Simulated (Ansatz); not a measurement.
hcp Zr, treated with PBEsol (Ansatz, an electronic-structure program, PAW).

Settings: plane-wave cutoff 520 eV, 16×16×10 k mesh (along the axes of the cell as run), Fermi–Dirac smearing 0.1 eV, perturbation theory, force constants from a 4×4×2 q mesh, scalar-relativistic PAW data made under PBE.

Computed at the level's own relaxed cell.

```xyz
2
Lattice="3.1851 0.0000 0.0000 -1.5926 2.7584 0.0000 0.0000 0.0000 5.1130" Properties=species:S:1:pos:R:3 pbc="T T T"
Zr     1.5926     0.9195     3.8348
Zr     0.0000     1.8389     1.2783
```

Harmonic phonon frequencies (cm⁻¹; i marks an imaginary mode):

```
q point          frequencies
-------  -------------------
Γ            0 0 0 63 63 165
A        45 45 45 45 137 137
```

No imaginary mode appears at these points.
